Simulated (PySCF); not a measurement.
NO₂, SMILES [O]N=O, multiplicity 2. Atoms are numbered in the order given.

```xyz
3

O      0.0000     1.1015     0.1413
N      0.0000     0.0000    -0.3229
O      0.0000    -1.1015     0.1413
```
Charge 0, spin multiplicity 2.

Geometry: TPSSh-D3(BJ)/def2-TZVP.

Computed with PBE0/pcH-1 (PySCF).

Unrestricted Kohn–Sham, ⟨S²⟩ = 0.754. Hyperfine tensors hold the contact and dipolar terms, without spin-orbit corrections.

Computed hyperfine couplings:
```json
[
 {"nucleus": "17O no. 1", "A(iso) (MHz)": "-41.7", "A(iso) (G)": "-14.9", "dipolar principal values (MHz)": "-117.2, 57.8, 59.4"},
 {"nucleus": "14N no. 2", "A(iso) (MHz)": "146.7", "A(iso) (G)": "52.3", "dipolar principal values (MHz)": "-23.0, -20.2, 43.1"},
 {"nucleus": "17O no. 3", "A(iso) (MHz)": "-41.7", "A(iso) (G)": "-14.9", "dipolar principal values (MHz)": "-117.2, 57.8, 59.4"}
]
```

Q: And the g tensor (effective nuclear charges for spin-orbit coupling, GIAO)? (An estimate is asked for; the answer gives what the named calculation found.)

A: principal values 1.9895, 2.0016, 2.0064; isotropic 1.9992.
